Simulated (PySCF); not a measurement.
**Carbon: a sound run and one with changed settings**

Sound run: C [He] 2s2 2p2, C⁺ [He] 2s2 2p1. All numbers are calculated (PySCF 2.14, the non-relativistic Hamiltonian (point nucleus), in def2-TZVP (5s3p2d1f, 31 functions)). In the sound run the correlated levels freeze 1s2. The sound run starts from symmetry-adapted Hartree-Fock orbitals and uses a fine grid where one is needed.

Changed run: a valence shell is frozen. This setting is unsound on purpose.

| species | method | sound run (hartree) | changed run (hartree) | converged |
| --- | --- | --- | --- | --- |
| C | MP2 | -37.75859 | -37.69966 | yes |
| C | CCSD(T) | -37.78103 | -37.70199 | yes |

Ionisation energy of C:

```tsv
method	sound run (eV)	changed run (eV)
UHF	10.801	10.801
MP2	11.242	10.997
SCS-MP2	11.115	10.866
CCSD	11.145	11.060
CCSD(T)	11.169	11.060
CCSDT	n/a	11.060
FCI	n/a	11.060
```

Freezing a valence shell removes pair correlation that changes on ionisation.

For comparison, NIST gives 11.260 eV between the lowest levels.
